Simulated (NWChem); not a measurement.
**C3H7N (cyclopropylamine) at HF/6-31G(d) (spherical functions)**

What is the energy change on altering one bond length of C3H7N (cyclopropylamine) at HF/6-31G* (spherical functions)? 

The results are computed with NWChem 7.3.0.

4 further runs of the same task are left out: 4 set aside as unsound or not needed. Runs told in other sessions of the task aren't counted.

## Step 1: Starting point

C3H7N: 11 atoms, total charge 0, spin state singlet. SMILES: `NC1CC1`. Geometry: relaxed at PBE0-D4/def2-TZVP. This is one conformer, not always the lowest.

Bond lengths: N1–C2 1.432 Å, C2–C3 1.495 Å, C2–C4 1.495 Å, C3–C4 1.500 Å, N1–H5 1.012 Å, N1–H6 1.012 Å, C2–H7 1.090 Å, C3–H8 1.083 Å, C3–H9 1.083 Å, C4–H10 1.083 Å, C4–H11 1.083 Å. Some angles: N1–C2–C3 116.9°, N1–C2–C4 116.9°, C3–C2–C4 60.2°, C2–C3–C4 59.9°, C2–C4–C3 59.9°, N1–C2–H7 118.3°, C3–C2–H7 115.8°, C4–C2–H7 115.8°, C2–N1–H5 111.1°, C2–N1–H6 111.1°.

## Step 2: Energy and gradient at HF/6-31G(d) (spherical functions)

File run.py:

```python
from ase import Atoms
from ase.calculators.nwchem import NWChem

molecule = Atoms(['N', 'C', 'C', 'C', 'H', 'H', 'H', 'H', 'H', 'H', 'H'], positions=[
    [-1.141310, 0.922600, -0.439310],
    [0.163770, 0.489760, -0.037670],
    [0.230400, -0.635790, 0.944540],
    [0.595180, -0.868230, -0.491310],
    [-1.116440, 1.351080, -1.356220],
    [-1.514170, 1.604590, 0.209390],
    [0.954840, 1.235920, 0.042510],
    [1.020850, -0.627310, 1.684370],
    [-0.717670, -1.033510, 1.283450],
    [1.637360, -1.020160, -0.742340],
    [-0.112810, -1.418930, -1.097410],
])

calc = NWChem(
    label='run',
    theory='scf',
    memory='2200 mb',
    basis='6-31G*',
    basispar='spherical bse',
    scf={'nopen': '0', 'rhf': None, 'thresh': '1e-08', 'maxiter': '80'},
)
molecule.calc = calc

forces = molecule.get_forces()
print(f"energy = {molecule.get_potential_energy():.6f} eV")
print("forces (eV/A):")
for s, f in zip(molecule.symbols, forces):
    print(f"{s:2s} {f[0]:10.5f} {f[1]:10.5f} {f[2]:10.5f}")
print("dipole (e A):", molecule.get_dipole_moment().round(4))
```

The run is started by

```sh
export ASE_NWCHEM_COMMAND="nwchem PREFIX.nwi > PREFIX.nwo"
python run.py
```

The program printed:

```text
energy = -4682.561639 eV
forces (eV/A):
N    -0.20276    0.55772   -0.14156
C     0.32046    0.09297    0.06623
C    -0.08922   -0.05291    0.19808
C     0.00972   -0.11596   -0.19093
H    -0.00787   -0.18836    0.46156
H     0.19386   -0.31707   -0.33265
H    -0.27675   -0.16938   -0.04289
H    -0.20841   -0.02324   -0.16172
H     0.28395    0.08834   -0.04093
H    -0.26092    0.01018    0.04463
H     0.23793    0.11765    0.14018
dipole (e A): [ 0.1267  0.2636 -0.0105]
```

The calculator wrote run.nwi:

```
title "run"

permanent_dir run

scratch_dir run

start run

geometry units angstrom nocenter noautosym noautoz
  N  -1.1413100000000000e+00 9.2259999999999998e-01 -4.3930999999999998e-01
  C  1.6377000000000000e-01 4.8975999999999997e-01 -3.7670000000000002e-02
  C  2.3039999999999999e-01 -6.3578999999999997e-01 9.4454000000000005e-01
  C  5.9518000000000004e-01 -8.6822999999999995e-01 -4.9131000000000002e-01
  H  -1.1164400000000001e+00 1.3510800000000001e+00 -1.3562200000000000e+00
  H  -1.5141700000000000e+00 1.6045900000000000e+00 2.0938999999999999e-01
  H  9.5484000000000002e-01 1.2359199999999999e+00 4.2509999999999999e-02
  H  1.0208500000000000e+00 -6.2731000000000003e-01 1.6843699999999999e+00
  H  -7.1767000000000003e-01 -1.0335099999999999e+00 1.2834500000000000e+00
  H  1.6373599999999999e+00 -1.0201600000000000e+00 -7.4234000000000000e-01
  H  -1.1280999999999999e-01 -1.4189300000000000e+00 -1.0974100000000000e+00
end

memory 2200 mb

basis spherical bse noprint
   * library 6-31G*
end

scf
  nopen 0
  rhf
  thresh 1e-08
  maxiter 80
end

task scf gradient
```

run.nwo (excerpt; [...] marks lines left out):

```text
[...]
         Total SCF energy =   -172.080967671798
      One-electron energy =   -481.051196552908
      Two-electron energy =    183.213534168012
 Nuclear repulsion energy =    125.756694713098
[... 3 lines left out ...]
             Final eigenvalues
[... 30 lines left out ...]
                       ROHF Final Molecular Orbital Analysis
[...]
  wavefunction    =   RHF
                         RHF ENERGY GRADIENTS
    atom               coordinates                        gradient
                 x          y          z           x          y          z
   1 N      -2.156763   1.743461  -0.830176    0.003943  -0.010846   0.002753
   2 C       0.309480   0.925512  -0.071186   -0.006232  -0.001808  -0.001288
   3 C       0.435393  -1.201469   1.784922    0.001735   0.001029  -0.003852
[... 7 lines of this table left out ...]
  11 H      -0.213180  -2.681389  -2.073804   -0.004627  -0.002288  -0.002726
[...]
```

Run time: 7.5 s. Hardware: 1 thread of Intel Xeon 6975P-C (Granite Rapids), shared host; peak memory 0.099 GiB.

## Step 3: The distorted shape: the energy at HF/6-31G(d) (spherical functions)

File work.xyz:

```xyz
11

N     -1.259998     0.810650    -0.451340
C      0.045082     0.377810    -0.049700
C      0.111712    -0.747740     0.932510
C      0.476492    -0.980180    -0.503340
H     -1.235128     1.239130    -1.368250
H     -1.632858     1.492640     0.197360
H      0.954840     1.235920     0.042510
H      0.902162    -0.739260     1.672340
H     -0.836358    -1.145460     1.271420
H      1.518672    -1.132110    -0.754370
H     -0.231498    -1.530880    -1.109440
```

File work.nw:

```
start work
memory stack 880 mb heap 220 mb global 1100 mb

geometry noautosym nocenter noautoz
 load work.xyz
end

basis spherical bse
 * library 6-31G*
end

scf
 thresh 1e-08
 maxiter 80
end

task scf energy
```

The run is started by

```sh
nwchem work.nw > work.out
```

The program printed:

```text
[...]
  functions       =    70
[...]
  wavefunction    = RHF
[...]
         Total SCF energy =   -172.066509170884
      One-electron energy =   -479.652911259518
      Two-electron energy =    182.516975142199
 Nuclear repulsion energy =    125.069426946436
        Time for solution =      5.4s
[...]
```

It took 6.3 s on 1 thread of Intel Xeon 6975P-C (Granite Rapids), shared host; peak memory 0.097 GiB.

## Step 4: What came out

At HF/6-31G* (spherical functions):

```
                                                         quantity          value
                                        first shape: total energy  -172.08097 Eh
                                       first shape: dipole moment         1.41 D
                                         first shape: HOMO energy      -10.26 eV
                                         first shape: LUMO energy        6.44 eV
                                       first shape: HOMO–LUMO gap       16.70 eV
                            first shape: largest force on an atom     0.610 eV/Å
                                    distorted shape: total energy  -172.06651 Eh
                                   distorted shape: dipole moment         1.18 D
                                     distorted shape: HOMO energy      -10.14 eV
                                     distorted shape: LUMO energy        6.20 eV
                                   distorted shape: HOMO–LUMO gap       16.34 eV
energy change with the C2–H7 bond stretched from 1.090 to 1.254 Å       0.393 eV
```

**Reading.** With the C2–H7 bond stretched from 1.090 to 1.254 Å the energy rises by 0.39 eV (9.1 kcal/mol). The first shape isn't relaxed at this level, so the change isn't measured from a minimum. The largest force (first shape) is 0.61 eV/Å: the shape isn't a stationary point for this species at this level. Mulliken charges (distorted shape) run from -0.86 on N1 to +0.35 on H5.
